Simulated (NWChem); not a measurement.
System: CS; SMILES [C-]#[S+]

The following NWChem deck was run.

```
start job
memory heap 200 mb stack 900 mb global 1100 mb
geometry units angstroms
  C      0.000000     0.000000    -1.113286
  S      0.000000     0.000000     0.421862
end
basis spherical
  * library 3-21g
end
dft
  xc hfexch
  iterations 150
end
driver
  maxiter 120
end
task dft optimize
task dft freq
```

Excerpt of the output:

```
             Northwest Computational Chemistry Package (NWChem) 7.3.0
             --------------------------------------------------------

 ORDER OF PRIMARY AXIS IS BEING SET TO 4
 C4V symmetry detected

                             Geometry "geometry" -> ""
                             -------------------------

 Output coordinates in angstroms (scale by  1.889725989 to convert to a.u.)

  No.       Tag          Charge          X              Y              Z
 ---- ---------------- ---------- -------------- -------------- --------------
    1 C                    6.0000     0.00000000     0.00000000    -1.11647127
    2 S                   16.0000     0.00000000     0.00000000     0.41867673

 Effective nuclear repulsion energy (a.u.)      33.0919337445

      Symmetry information
      --------------------

 Group name             C4v
 Group number             18
 Group order               8
 No. of unique centers     2

                                Z-matrix (autoz)
                                --------

 Units are Angstrom for bonds and degrees for angles

      Type          Name      I     J     K     L     M      Value
      ----------- --------  ----- ----- ----- ----- ----- ----------
    1 Stretch                  1     2                       1.53515

  xc_inp: hfexch multiplicative factor not found.

                           NWChem Geometry Optimization
                           ----------------------------

 maximum gradient threshold         (gmax) =   0.000450
 rms gradient threshold             (grms) =   0.000300
 maximum cartesian step threshold   (xmax) =   0.001800
 rms cartesian step threshold       (xrms) =   0.001200
 fixed trust radius                (trust) =   0.300000
 source of zmatrix                         =   autoz

          -------------------
          Energy Minimization
          -------------------

 Using diagonal initial Hessian
 Scaling for Hessian diagonals: bonds = 1.00  angles = 0.25  torsions = 0.10

          --------
          Step   0

                                 NWChem DFT Module
                                 -----------------

[...]

      ----------------------
      Optimization converged
      ----------------------

  Step       Energy      Delta E   Gmax     Grms     Xrms     Xmax
  ---- ---------------- -------- -------- -------- -------- --------
@    2    -433.12292826 -1.2D-06  0.00009  0.00009  0.00055  0.00096
                                     ok       ok       ok       ok

                                Z-matrix (autoz)
                                --------

 Units are Angstrom for bonds and degrees for angles

      Type          Name      I     J     K     L     M      Value     Gradient
      ----------- --------  ----- ----- ----- ----- ----- ---------- ----------
    1 Stretch                  1     2                       1.56348   -0.00009

                         Geometry "geometry" -> "geometry"
                         ---------------------------------

 Output coordinates in angstroms (scale by  1.889725989 to convert to a.u.)

  No.       Tag          Charge          X              Y              Z
 ---- ---------------- ---------- -------------- -------------- --------------
    1 C                    6.0000     0.00000000     0.00000000    -1.13063968
    2 S                   16.0000     0.00000000     0.00000000     0.43284513

 Effective nuclear repulsion energy (a.u.)      32.4921710950

      Symmetry information
      --------------------

 Group name             C4v
 Group number             18
 Group order               8
 No. of unique centers     2

                Final and change from initial internal coordinates
                --------------------------------------------------

                                Z-matrix (autoz)
                                --------

 Units are Angstrom for bonds and degrees for angles

[...]

 Rotational Constants
 --------------------
 A=   0.000000 cm-1  (  0.000000 K)
 B=   0.790383 cm-1  (  1.137160 K)
 C=   0.790383 cm-1  (  1.137160 K)

 Temperature                      =   298.15K
 frequency scaling parameter      =   1.0000

 Linear Molecule

 Zero-Point correction to Energy  =    1.836 kcal/mol  (  0.002927 au)
 Thermal correction to Energy     =    3.324 kcal/mol  (  0.005298 au)
 Thermal correction to Enthalpy   =    3.917 kcal/mol  (  0.006242 au)

 Total Entropy                    =   50.330 cal/mol-K
   - Translational                =   37.252 cal/mol-K (mol. weight =  43.9721)
   - Rotational                   =   13.048 cal/mol-K (symmetry #  =        1)
   - Vibrational                  =    0.029 cal/mol-K

 Cv (constant volume heat capacity) =    5.121 cal/mol-K
   - Translational                  =    2.979 cal/mol-K
   - Rotational                     =    1.986 cal/mol-K
   - Vibrational                    =    0.155 cal/mol-K

[normal modes left out]

 ----------------------------------------------------------------------------
 Normal Eigenvalue ||           Projected Infra Red Intensities
  Mode   [cm**-1]  || [atomic units] [(debye/angs)**2] [(KM/mol)] [arbitrary]
 ------ ---------- || -------------- ----------------- ---------- -----------
    1       -0.000 ||    0.000000           0.000         0.000       0.000
    2        0.000 ||    0.001076           0.025         1.049       0.557
    3        0.000 ||    0.001076           0.025         1.049       0.557
    4        0.000 ||    0.000404           0.009         0.394       0.209
    5        0.000 ||    0.000404           0.009         0.394       0.209
    6     1285.232 ||    0.112892           2.605       110.053      58.467
 ----------------------------------------------------------------------------
```

Level: Hartree-Fock/3-21G.
